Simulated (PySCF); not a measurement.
## Partners of boron trifluoride

Gas-phase complexes of boron trifluoride, each in one structure from a short search with a few starts, optimised by PBE0-D3(BJ)/def2-SVPD or PBE0-D3(BJ)/def2-TZVPD; other ways of binding may lie lower. Energies in kcal/mol, wB97M-D3(BJ)/def2-TZVPD, counterpoise-corrected (PySCF): interaction is complex less parts frozen as they stand in it, binding adds what it costs to deform them. Contacts are written partner···boron trifluoride; electrostatic, Pauli and orbital are terms of the uncorrected same energy, whose rest is dispersion or correlation.

3 other partners are left out, for which the search missed the form known or expected to bind best.

Frequency runs check only 5 of the 6 structures; an imaginary mode is left, so that the point isn't a minimum, in the complex with phosphine (66i cm⁻¹). 1 further partner within 0.25 kcal/mol of a listed one is not ranked.

Q: Order these partners of boron trifluoride by binding energy, strongest first: hydrogen cyanide, hydrogen fluoride, acetylene, ammonia, water, phosphine.

A: ammonia (-21.5), water (-8.5), acetylene (-3.3), hydrogen cyanide (-2.7), hydrogen fluoride (-1.9), phosphine (0.1).
```json
{"partner": "ammonia", "contact": "N···B", "distance (Å)": "1.65", "binding": "-21.5", "interaction": "-45.7", "electrostatic": "-101.7", "Pauli": "138.1", "orbital": "-80.5"}
{"partner": "water", "contact": "O···B", "distance (Å)": "1.73", "binding": "-8.5", "interaction": "-23.0", "electrostatic": "-61.5", "Pauli": "84.6", "orbital": "-44.8"}
{"partner": "acetylene", "contact": "C···B", "distance (Å)": "2.97", "binding": "-3.3", "interaction": "-3.7", "electrostatic": "-5.8", "Pauli": "5.8", "orbital": "-2.3"}
{"partner": "hydrogen cyanide", "contact": "N···B", "distance (Å)": "1.79", "binding": "-2.7", "interaction": "-16.3", "electrostatic": "-49.0", "Pauli": "77.4", "orbital": "-43.4"}
{"partner": "hydrogen fluoride", "contact": "H···F", "distance (Å)": "2.00", "binding": "-1.9", "interaction": "-2.0", "electrostatic": "-2.4", "Pauli": "2.0", "orbital": "-1.3"}
{"partner": "phosphine", "contact": "P···B", "distance (Å)": "2.30", "binding": "0.1", "interaction": "-13.5", "electrostatic": "-39.1", "Pauli": "62.0", "orbital": "-34.8"}
```
